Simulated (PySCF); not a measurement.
## Which determinant of LiC lies lowest?

Unrestricted PBE0; PySCF, no relativity, basis sets Li def2-TZVP, C def2-TZVP. Outer shells of the fragments: Li 2s1; C 2s2 2p2.

Followed along the bond (rough minima from three points):

```
2Ms+1   unpaired  ⟨S²⟩ at the start  R at minimum (Å)  Te (eV)
    4  σ ↑, π ↑↑               3.75              1.88     0.00
    2  σ ↑, π ↑↓               1.76              1.88     0.72
    2  σ ↓, π ↑↑               1.76              1.90     0.77
    2        π ↑               0.76  none in the scan   ≤ 1.54
```

Solutions found at the starting distance of 1.995 Å, counted from the lowest of them; the search is not exhaustive and high or unbound solutions are not listed, so other states can lie among these:

| 2Ms+1 | unpaired | term | E (eV) | ⟨S²⟩ | ⟨Lz²⟩ | μ (D) |
| --- | --- | --- | --- | --- | --- | --- |
| 4 | σ ↑, π ↑↑ | ⁴Σ⁻ | 0.00 | 3.75 | 0.00 | -6.65 |
| 2 | σ ↑, π ↑↓ | mixed | 0.72 | 1.76 | 2.01 | -6.59 |
| 2 | σ ↓, π ↑↑ | mixed | 0.76 | 1.76 | 0.00 | -6.73 |
| 2 | π ↑ | ²Π | 1.50 | 0.76 | 1.00 | -6.32 |
| 2 | σ ↑ | mixed | 1.89 | 0.76 | 2.00 | -6.07 |
| 2 | π ↑ | ²Π | 2.46 | 0.76 | 1.02 | -5.83 |
| 4 | σ ↑↑, π ↑ | ⁴Π | 3.01 | 3.75 | 1.00 | 4.00 |
| 2 | σ ↑↑, π ↓ | mixed | 3.46 | 1.76 | 1.00 | 4.06 |
| 4 | σ ↑, π ↑↑ | mixed | 4.59 | 3.75 | 2.00 | 1.55 |
| 4 | σ ↑↑, π ↑ | ⁴Π | 7.24 | 3.95 | 1.00 | -5.04 |

A term symbol is given only where ⟨S²⟩ and ⟨Lz²⟩ are close to those of a pure state; real π, δ and φ orbitals otherwise mix terms. A positive dipole means Li(−)C(+).
